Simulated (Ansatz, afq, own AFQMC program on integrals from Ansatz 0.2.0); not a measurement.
**Si, triplet → Si, quintet**

A free Si atom.

E(quintet, charge +0) − E(triplet, charge +0) at this geometry, on UHF and UHF determinants.

Basis aug-cc-pVTZ. Noble-gas cores (and the filled d shells of Ga–Kr and In–Xe) are frozen. Integrals, coupled cluster, full CI and functionals: Ansatz 0.2.0; the random walks run on the same integrals in our own AFQMC program. The CISD trial takes its coefficients from CCSD amplitudes. Released means that phaseless walkers are propagated on without the constraint, phases kept. Uncertainties: one standard error, sampling alone. The errors of all members are added in quadrature.

Full CI on the same integrals is exact in this basis and with this determinant's frozen core.

The best estimate is CCSD(T) at the basis-set limit (CBS: def2-TZVPP and def2-QZVPP, with their diffuse functions for anions and beside diffuse sets, CCSD(T) itself extrapolated) plus the step from CCSD(T) to full CI in aug-cc-pVTZ. Rows without CBS are in aug-cc-pVTZ; B2PLYP and the wave-function rows carry a basis error of their own. Core correlation and relativity beyond core potentials are missing, and ± holds the sampling alone.

Cautions: Si (quintet): another spin lies lower; core correlation is missing, and it shifts such a gap most where an s electron is promoted.

| level | vertical spin gap (eV) |
| --- | --- |
| r2SCAN | 3.623 |
| MP2 | 3.571 |
| PBE | 4.212 |

(1) From these cheaper values, estimate the vertical spin gap at the level of the best estimate.

(1) 3.961 eV (best estimate, highest rung FCI).

```
         level  vertical spin gap (eV)  error against the best estimate (eV)
            HF                   2.620                                -1.341
          CCSD                   3.835                                -0.125
       CCSD(T)                   3.890                                -0.071
         CCSDT                   3.906                                -0.055
      CCSDT(Q)                   3.908                                -0.053
 ph-AFQMC/CISD           3.899 ± 0.001                        -0.061 ± 0.001
released AFQMC           3.907 ± 0.001                        -0.054 ± 0.001
           FCI                   3.908                                -0.053
        HF/CBS                   2.602                                -1.358
       MP2/CBS                   3.687                                -0.274
   CCSD(T)/CBS                   3.942                                -0.018
          PBE0                   4.039                                 0.079
         B3LYP                   4.533                                 0.573
       wB97M-V                   4.512                                 0.551
        B2PLYP                   4.344                                 0.383
```

Correlation beyond CCSD(T) adds 0.018 eV. Going to the basis-set limit adds 0.053 eV at CCSD(T). The perturbative (T) step is worth +0.055 eV.

Best estimates are given only where the step beyond CCSD(T) is under 0.3 eV and no member's determinant is very poor (T1 over 0.05, or 0.07 for open shells, ⟨S²⟩ too high by 0.3, two states mixed), so the hardest cases are missing from such tables.

The functionals ran in a triple-zeta set and keep a basis error of their own, a few kJ/mol for each bond in atomization energies and more for double hybrids, so close places among them and the extrapolated levels can swap.

CCSDT and higher add their correlation energy to the determinant of the CCSD(T) run, since their own runs factorise the integrals more tightly (a shift of under 2 meV). Each member of a difference takes its own highest rung, so a best estimate needn't equal the limit plus the step of one row. A walk keeps the symmetry of its determinant, which the program's search chose and which needn't be the lowest solution, so a lower state of the same spin and another symmetry isn't excluded. Released energies are given only where the last usable release times agree within the noise; a slower fall can still hide under it.
